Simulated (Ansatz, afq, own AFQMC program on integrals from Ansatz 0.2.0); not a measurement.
AFQMC, coupled cluster and functionals along a coordinate of GeH, quartet

```xyz
2

Ge    0.0000    0.0000    0.0000
H     0.0000    0.0000    1.5719
```

The Ge1–H2 distance is changed with both sides rigid. Energies in eV count from this geometry (1.572 Å) at the same level; the start stands on UHF, each point on the determinant named.

Basis cc-pVTZ. Noble-gas cores (and the filled d shells of Ga–Kr and In–Xe) are frozen. Integrals, coupled cluster, full CI and functionals: Ansatz 0.2.0; the random walks run on the same integrals in our own AFQMC program. The CISD trial takes its coefficients from CCSD amplitudes. Released means that phaseless walkers are propagated on without the constraint, phases kept. Error bars are statistical, one sigma. No spin–orbit coupling.

Cautions, each for one point or more: CCSDTQ on the ROHF determinant differs, by its state or its frozen core; inner d shell frozen; lower spins were not checked; no relativity below Rb; no spin-orbit coupling.

```json
{"r(Ge1–H2) / Å": "1.448", "det.": "UHF", "T1": "0.026", "weight": "0.94", "⟨S²⟩": "3.75", "CCSD(T)": "0.116", "ph-AFQMC/CISD": "0.115 ± 0.001", "FCI": "0.118", "CCSDT(Q)": "0.118", "PBE": "0.141", "r2SCAN": "0.093"}
{"r(Ge1–H2) / Å": "1.771", "det.": "UHF", "T1": "0.027", "weight": "0.93", "⟨S²⟩": "3.78", "CCSD(T)": "0.174", "ph-AFQMC/CISD": "0.174 ± 0.002", "FCI": "0.171", "CCSDT(Q)": "0.171", "PBE": "0.107", "r2SCAN": "0.171"}
{"r(Ge1–H2) / Å": "2.119", "det.": "UHF", "T1": "0.026", "weight": "0.93", "⟨S²⟩": "3.78", "CCSD(T)": "0.656", "ph-AFQMC/CISD": "0.654 ± 0.002", "FCI": "0.653", "CCSDT(Q)": "0.653", "PBE": "0.482", "r2SCAN": "0.610"}
{"r(Ge1–H2) / Å": "2.956", "det.": "UHF", "T1": "0.009", "weight": "0.94", "⟨S²⟩": "3.76", "CCSD(T)": "1.033", "ph-AFQMC/CISD": "1.036 ± 0.001", "FCI": "1.037", "CCSDT(Q)": "1.037", "PBE": "0.867", "r2SCAN": "1.100"}
{"r(Ge1–H2) / Å": "4.289", "det.": "UHF", "T1": "0.008", "weight": "0.94", "⟨S²⟩": "3.76", "CCSD(T)": "1.082", "ph-AFQMC/CISD": "1.086 ± 0.002", "FCI": "1.086", "CCSDT(Q)": "1.086", "PBE": "0.955", "r2SCAN": "1.210"}
```

Weight is that of the determinant in the CISD state; at the start T1 is 0.027 and the weight 0.94, and ⟨S²⟩ is 3.76. Largest departures from full CI: CCSD(T) -0.004 eV at 4.289 (on UHF), ph-AFQMC/CISD 0.003 eV at 1.771 (on UHF) (within the noise), CCSDT(Q) 0.000 eV at 2.119 (on UHF), PBE -0.171 eV at 2.119, r2SCAN 0.124 eV at 4.289. Functionals count only at points shown to share the start's state and spin.

Some points may be missing: those where a free walk finds a much lower state, and past Zn most of those on another determinant than at the start.

CCSDT and higher add their correlation energy to the determinant of the CCSD(T) run, since their own runs factorise the integrals more tightly (a shift of under 2 meV). A walk keeps the symmetry of its determinant, which the program's search chose and which needn't be the lowest solution, so a lower state of the same spin and another symmetry isn't excluded.
